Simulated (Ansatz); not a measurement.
**[NH$_{2}$···H···S], triplet in cc-pVDZ: errors against UCCSDT(Q)**

Geometry: a point of a hydrogen-transfer path between rigid fragments, not a stationary point.

```yaml
atoms:
  - { symbol: N, position_ang: [-1.7914, -0.0116, -0.0181] }
  - { symbol: H, position_ang: [-2.0887, 0.9562, -0.0181] }
  - { symbol: H, position_ang: [-2.0887, -0.4139, 0.8622] }
  - { symbol: H, position_ang: [-0.8494, -0.0116, -0.0181] }
  - { symbol: S, position_ang: [0.9406, -0.0116, -0.0181] }
```

Basis cc-pVDZ; Ansatz 0.2.0. Correlated methods freeze the noble-gas cores, which leaves 14 electrons in 41 orbitals. R marks a restricted (for open shells ROHF) determinant, U an unrestricted one. Active spaces: pair = (4e, 4o) about the gap; valence = (14e, 11o) chosen from the atoms' valence shells.

Full CI isn't at hand for all of this; UCCSDT(Q) serves as the reference, and is uncertain by about the last step of the cluster series. The frozen core follows each run's orbitals, which can shift R against U totals by a few meV.

For open shells CISD is restricted-active-space CI with the open shells as a complete middle space.

The UHF ⟨S²⟩ is 2.010 and the T1 diagnostic (RCCSD) is 0.0157. The largest doubles amplitude (RCCSD) is 0.042. The T1 diagnostic (UCCSD) is 0.0119.

| level | E − E(UCCSDT(Q)) (meV) | share of correlation (%) | wall time |
| --- | --- | --- | --- |
| RHF | 8784 | 0.00 | – |
| UHF | 8656 | 1.46 | – |
| RMP2 | 1084 | 87.66 | – |
| UMP2 | 1106 | 87.40 | – |
| CISD | 891 | 89.86 | 3.8 s |
| RCCSD | 192 | 97.81 | – |
| UCCSD | 189 | 97.85 | – |
| RCCSD(T) | 30 | 99.66 | 6.5 s |
| UCCSD(T) | 29 | 99.67 | 6.5 s |
| BCCD(T) | 30 | 99.66 | 7.5 s |
| RCCSDT | 14 | 99.85 | – |
| UCCSDT | 13 | 99.85 | – |
| RCCSDT(Q) | 1 | 99.99 | 53 s |
| CASSCF (valence space) | 6797 | 22.62 | – |
| NEVPT2 (valence space) | 1479 | 83.16 | 7.5 s |

The correlation energy at UCCSDT(Q), counted from RHF, is -8.784 eV. That run took 47 s on 1 thread of Arm Neoverse V2, shared host.

Run but not shown, since their state or frozen core can't be matched to the reference's or they repeat it: CASSCF (pair space), NEVPT2 (pair space), MRCISD (pair space), MRCISD+Q (pair space).

Times hold each run's SCF and search for its determinant on a shared host, so for small cases they say little of a method's own cost; they ran on 1 thread of Arm Neoverse V2.

Natural occupations of CASSCF (valence space) about the gap: 1.983 1.979 1.978 1.002 1.000 0.022 0.021 0.017; effectively unpaired electrons, Σ n²(2−n)², 2.01.
